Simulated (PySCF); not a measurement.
Compound: C3H10NP.
Z-matrix (Å and degrees, GFN2-xTB geometry), rows numbered from 1:
```
C 
P   1  1.8160
C   2  1.8530  1  103.99
C   2  1.8531  1  103.98  3   106.09
N   2  1.5560  1  106.36  3  -126.95
H   1  1.0874  2  111.64  3   -52.84
H   1  1.0875  2  107.85  3  -174.22
H   1  1.0875  2  107.83  3    68.54
H   3  1.0894  2  108.94  1   175.76
H   3  1.0865  2  112.26  1    54.34
H   3  1.0892  2  107.54  1   -66.70
H   4  1.0865  2  112.27  1   -54.26
H   4  1.0892  2  107.53  1    66.76
H   4  1.0894  2  108.97  1  -175.69
H   5  1.0095  2  115.64  1  -179.97
```

Level of theory: PBE0/def2-SVPD in PySCF (dipole) on a GFN2-xTB geometry, gas phase.

Masses are those of the commonest isotopes; rigid-rotor values at the optimised geometry. 

(1) What are A, B and C (cm⁻¹)?

(2) What kind of rotor is it?

(3) What does the inertial defect say?

(4) Give the other two planar moments, Paa and Pbb, and the rms extents of the mass along the axes.

(5) Give the coordinates in the principal-axis frame, origin at the centre of mass.

(6) Where do the levels up to J = 2 lie, in cm⁻¹?

(7) Which types of transition are allowed, and where do some lines up to J = 4 fall?

(8) Estimate the classical rotational partition function at 25 K, 100 K and 200 K.

## Answers

(1) Ia = 135.62, Ib = 142.07, Ic = 147.19 u·Å²; 505379 MHz·u·Å²/I gives 3726, 3557 and 3433 MHz, that is A = 0.12430, B = 0.11865, C = 0.11453 cm⁻¹.

(2) An asymmetric top; Ray's κ = -0.155.

(3) Not planar: Δ = Ic − Ia − Ib = -130.50 u·Å². For a rigid frame Δ = −2 Σ m c², so Σ m c² = 65.25 u·Å² lies off the ab plane: 18.05 from hydrogen and 47.20 from heavier atoms. The atom farthest from that plane is 2.31 Å away.

(4) Paa = Σ m a² = (Ib + Ic − Ia)/2 = 76.82 and Pbb = Σ m b² = (Ia + Ic − Ib)/2 = 70.37 u·Å². With the mass M = 91.06 u, the rms extents √(P/M) along a, b and c are 0.92, 0.88, 0.85 Å.

(5) The sense of each axis is arbitrary; atoms in the order of the calculation.
| atom | mass (u) | a (Å) | b (Å) | c (Å) |
| --- | --- | --- | --- | --- |
| C1 | 12.000 | -0.904 | 0.003 | -1.494 |
| P2 | 30.974 | -0.074 | 0.000 | 0.121 |
| C3 | 12.000 | 1.092 | -1.437 | 0.023 |
| C4 | 12.000 | 1.093 | 1.437 | 0.027 |
| N5 | 14.003 | -1.201 | -0.002 | 1.194 |
| H6 | 1.008 | -0.189 | 0.000 | -2.313 |
| H7 | 1.008 | -1.533 | 0.889 | -1.544 |
| H8 | 1.008 | -1.539 | -0.879 | -1.544 |
| H9 | 1.008 | 1.692 | -1.469 | 0.931 |
| H10 | 1.008 | 1.747 | -1.377 | -0.842 |
| H11 | 1.008 | 0.491 | -2.344 | -0.029 |
| H12 | 1.008 | 1.747 | 1.380 | -0.838 |
| H13 | 1.008 | 0.492 | 2.344 | -0.021 |
| H14 | 1.008 | 1.694 | 1.465 | 0.935 |
| H15 | 1.008 | -0.890 | -0.003 | 2.154 |

(6) Above 0(0,0):
J = 1: 1(0,1) 0.2332, 1(1,1) 0.2388, 1(1,0) 0.2430
J = 2: 2(0,2) 0.6980, 2(1,2) 0.7011, 2(1,1) 0.7134, 2(2,1) 0.7304, 2(2,0) 0.7319

(7) The dipole components are |μa| = 3.09 D, |μb| = 0.00 D, |μc| = 1.74 D; the mirror of this Cs structure is the ac plane, so μb vanishes by symmetry and there are no b-type lines. The squared components, which scale the intensities, stand as 1.00 : 0.32 (a : c). Some lines, for components of 0.1 D or more:

```json
{"type": "c", "branch": "Q", "J(Ka,Kc)": "3(2,2) ← 3(1,2)", "MHz": "360", "lower level (cm⁻¹)": "1.418"}
{"type": "c", "branch": "Q", "J(Ka,Kc)": "3(3,1) ← 3(2,1)", "MHz": "977", "lower level (cm⁻¹)": "1.437"}
{"type": "a", "branch": "R", "J(Ka,Kc)": "1(0,1) ← 0(0,0)", "MHz": "6991", "lower level (cm⁻¹)": "0.000"}
{"type": "c", "branch": "R", "J(Ka,Kc)": "1(1,0) ← 0(0,0)", "MHz": "7283", "lower level (cm⁻¹)": "0.000"}
{"type": "a", "branch": "R", "J(Ka,Kc)": "2(0,2) ← 1(0,1)", "MHz": "13934", "lower level (cm⁻¹)": "0.233"}
{"type": "c", "branch": "R", "J(Ka,Kc)": "2(1,1) ← 1(0,1)", "MHz": "14398", "lower level (cm⁻¹)": "0.233"}
{"type": "c", "branch": "R", "J(Ka,Kc)": "2(2,0) ← 1(1,0)", "MHz": "14660", "lower level (cm⁻¹)": "0.243"}
{"type": "c", "branch": "R", "J(Ka,Kc)": "2(2,1) ← 1(1,1)", "MHz": "14736", "lower level (cm⁻¹)": "0.239"}
{"type": "a", "branch": "R", "J(Ka,Kc)": "3(1,3) ← 2(1,2)", "MHz": "20760", "lower level (cm⁻¹)": "0.701"}
{"type": "c", "branch": "R", "J(Ka,Kc)": "3(2,1) ← 2(1,1)", "MHz": "21683", "lower level (cm⁻¹)": "0.713"}
{"type": "c", "branch": "R", "J(Ka,Kc)": "3(2,2) ← 2(1,2)", "MHz": "21850", "lower level (cm⁻¹)": "0.701"}
{"type": "a", "branch": "R", "J(Ka,Kc)": "4(1,4) ← 3(1,3)", "MHz": "27646", "lower level (cm⁻¹)": "1.394"}
{"type": "a", "branch": "R", "J(Ka,Kc)": "4(0,4) ← 3(0,3)", "MHz": "27671", "lower level (cm⁻¹)": "1.392"}
{"type": "a", "branch": "R", "J(Ka,Kc)": "4(2,2) ← 3(2,1)", "MHz": "28212", "lower level (cm⁻¹)": "1.437"}
{"type": "c", "branch": "R", "J(Ka,Kc)": "4(3,2) ← 3(2,2)", "MHz": "29212", "lower level (cm⁻¹)": "1.430"}
{"type": "c", "branch": "R", "J(Ka,Kc)": "4(4,0) ← 3(3,0)", "MHz": "29583", "lower level (cm⁻¹)": "1.470"}
{"type": "c", "branch": "R", "J(Ka,Kc)": "4(4,1) ← 3(3,1)", "MHz": "29592", "lower level (cm⁻¹)": "1.469"}
```

(8) Point group Cs, symmetry number σ = 1; q = (√π/σ)·√((kT/h)³/(ABC)), k/h = 20836.6 MHz/K: 3120 at 25 K, 25000 at 100 K, 70700 at 200 K.

Stationary, but not proved a minimum. Zero-point vibration and centrifugal distortion are left out. A rigid rotor knows nothing of internal rotation, which can split or shift real lines. Quadrupole hyperfine structure (14N) is left out.
